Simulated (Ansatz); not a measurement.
[H···H···OH], doublet: the ladder up to full CI

Geometry: a point of a hydrogen-transfer path between rigid fragments, not a stationary point.

```xyz
4

H    -2.0793    0.0498    0.0000
H    -0.9003    0.0498    0.0000
O     0.1617    0.0498    0.0000
H     0.4135   -0.8901    0.0000
```

Basis 6-31G; Ansatz 0.2.0. Only valence electrons are correlated (noble-gas cores frozen), which leaves 9 electrons in 14 orbitals. R marks a restricted (for open shells ROHF) determinant, U an unrestricted one. Active spaces: pair = (3e, 3o) about the gap; valence = (9e, 7o) chosen from the atoms' valence shells.

Full CI is exact within this basis and frozen core; it isn't the basis-set limit. The frozen core follows each run's orbitals, which can shift R against U totals by a few meV.

For open shells CISD and CISDTQ are restricted-active-space CI with the open shells as a complete middle space.

```
UHF ⟨S²⟩                          : 0.767
T1 diagnostic (RCCSD)             : 0.0225
largest doubles amplitude (RCCSD) : 0.053
T1 diagnostic (UCCSD)             : 0.0126
```

```
   level  E − E(RHF) (eV)
     UHF          -0.0965
    RMP2          -3.7303
    UMP2          -3.7228
   RCCSD          -3.9521
   UCCSD          -3.9537
RCCSD(T)          -3.9899
UCCSD(T)          -3.9910
```

(1) Estimate how far full CI in 6-31G lies from RCCSD(T). The table doesn't fix it; the size of (T) and the diagnostics are the guide.

(1) Full CI in 6-31G lies 19 meV below RCCSD(T), which is 50 % of the (T) step (-38 meV). The diagnostics give no warning, yet the rest is a sizeable part of (T).

The other levels:

```json
{"level": "CISD", "E − E(full CI) (meV)": "232", "share of correlation (%)": "94.20", "wall time": "0.3 s"}
{"level": "BCCD(T)", "E − E(full CI) (meV)": "18", "share of correlation (%)": "99.55", "wall time": "0.42 s"}
{"level": "RCCSDT", "E − E(full CI) (meV)": "14", "share of correlation (%)": "99.65", "wall time": "–"}
{"level": "UCCSDT", "E − E(full CI) (meV)": "14", "share of correlation (%)": "99.66", "wall time": "–"}
{"level": "CISDTQ", "E − E(full CI) (meV)": "6", "share of correlation (%)": "99.84", "wall time": "1.4 s"}
{"level": "RCCSDT(Q)", "E − E(full CI) (meV)": "-1", "share of correlation (%)": "100.02", "wall time": "2.2 s"}
{"level": "UCCSDT(Q)", "E − E(full CI) (meV)": "-1", "share of correlation (%)": "100.01", "wall time": "2 s"}
{"level": "RCCSDTQ", "E − E(full CI) (meV)": "0", "share of correlation (%)": "99.99", "wall time": "17 s"}
{"level": "UCCSDTQ", "E − E(full CI) (meV)": "0", "share of correlation (%)": "99.99", "wall time": "17 s"}
{"level": "CASSCF (pair space)", "E − E(full CI) (meV)": "3262", "share of correlation (%)": "18.62", "wall time": "–"}
{"level": "NEVPT2 (pair space)", "E − E(full CI) (meV)": "166", "share of correlation (%)": "95.86", "wall time": "0.12 s"}
{"level": "MRCISD (pair space)", "E − E(full CI) (meV)": "169", "share of correlation (%)": "95.79", "wall time": "–"}
{"level": "MRCISD+Q (pair space)", "E − E(full CI) (meV)": "52", "share of correlation (%)": "98.70", "wall time": "0.24 s"}
{"level": "CASSCF (valence space)", "E − E(full CI) (meV)": "2301", "share of correlation (%)": "42.61", "wall time": "–"}
{"level": "NEVPT2 (valence space)", "E − E(full CI) (meV)": "312", "share of correlation (%)": "92.21", "wall time": "0.42 s"}
{"level": "MRCISD (valence space)", "E − E(full CI) (meV)": "86", "share of correlation (%)": "97.86", "wall time": "–"}
{"level": "MRCISD+Q (valence space)", "E − E(full CI) (meV)": "28", "share of correlation (%)": "99.29", "wall time": "0.84 s"}
```

The correlation energy at full CI, counted from RHF, is -4.009 eV. That run took 7 s on 1 thread of Arm Neoverse V1, shared host over 1,003,332 determinants.

Times hold each run's SCF and search for its determinant on a shared host, so for small cases they say little of a method's own cost; they ran on 1 thread of Arm Neoverse V1.

The full-CI state has the irrep A' of Cs, in the program's axes.

Natural occupations of full CI about the gap: 1.988 1.980 1.968 1.961 1.002 0.033 0.029 0.019 0.012 0.003; effectively unpaired electrons, Σ n²(2−n)², 1.02.
